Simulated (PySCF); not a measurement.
Rows and methods have been separated. Pair them.

Species: CH3BH2, CH₅B.
Atom-mapped SMILES: `[BH2:1][CH3:2]` (hydrogens: H3, H4 on B1; H5, H6, H7 on C2)

Cartesian coordinates in Å at the PBE0-D3(BJ)/def2-TZVP level; atoms count from 1:
```xyz
7
CH5B angstrom
B      0.697    0.092   -0.544
C     -0.530   -0.127    0.379
H      1.436   -0.799   -0.851
H      0.943    1.193   -0.950
H     -0.328    0.414    1.317
H     -0.760   -1.162    0.630
H     -1.424    0.361   -0.023
```

The closed-shell ground state was solved 3 times with PySCF (density fitting, gas phase), always in the aug-cc-pVTZ basis (207 functions), with these functionals: CAM-B3LYP, PBE0 and wB97X-D. Isolated species at its PBE0-D3(BJ)/def2-TZVP geometry, gas phase.

```tsv
row	total energy (Eh)	HOMO (eV)	LUMO (eV)	dipole (D)
P	-65.8668	-8.98	-1.29	0.70
Q	-65.9440	-10.95	0.54	0.67
R	-65.9169	-10.47	-0.26	0.66
```

Which functional belongs to which row?

P = PBE0, Q = wB97X-D, R = CAM-B3LYP. By rising HOMO–LUMO gap: PBE0 (global hybrid, 25 % exact exchange) 7.69 eV; CAM-B3LYP (range-separated hybrid) 10.21 eV; wB97X-D (range-separated hybrid) 11.49 eV. Total energies of different functionals aren't bounds to one another; each is stationary for its own functional.

Note: wB97X-D ran without an empirical dispersion term, which enters the total energy and its gradient alone.
